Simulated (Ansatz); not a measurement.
Fluorite SrCl2, treated with HSE06 (PAW; Ansatz, a program for electronic structure).

Settings: plane-wave cutoff 460 eV, 6×6×6 k mesh, Fermi–Dirac smearing 0.01 eV, scalar-relativistic PAW data made under PBE.

Pressure at four volumes; x = ln(V/28.610 Å³). One pressure is withheld.

```
V (Å³/atom)        x  P (GPa)
-----------  -------  -------
27.179       -0.0513    2.150
28.610        0.0000    0.085
29.325        0.0247   -0.752
30.040        0.0488        ?
```

Pass a parabola P(x) through the three rows shown, estimate the bulk modulus and its pressure derivative near zero pressure, and predict the withheld pressure.

Slopes between the rows: (0.085 − (2.150))/(0.0000 − (-0.0513)) = -40.25 and (-0.752 − (0.085))/(0.0247 − (0.0000)) = -33.89 GPa. Their difference over the span 0.0760 is c = 6.36/0.0760 = 83.7 GPa, so P(x) = 2.150 + (-40.25)(x − (-0.0513)) + 83.7 (x − (-0.0513))(x − (0.0000)). At the middle row B = −dP/dx = −[-40.25 + 83.7 × 0.0513] = 36.0 GPa, and B′ = dB/dP = 2c/B = 4.7. At x = 0.0488 the parabola gives -1.470 GPa; the run gives -1.483 GPa. The Birch–Murnaghan fit to the energies at all volumes has B0 = 35.5 GPa and B′ = 4.5.

Measured, for comparison: bulk modulus 34.3 GPa (temperature not stated, no zero-point or thermal correction, from elastic constants; as tabulated in Kanchana et al., Calculated structural, elastic and electronic properties of …). Computed less measured: bulk modulus +3.5 % (against room or unstated temperature, where such soft solids are markedly softer). A static lattice is as a rule a little smaller and stiffer than an uncorrected measurement, which can account for part of this in the bulk modulus.
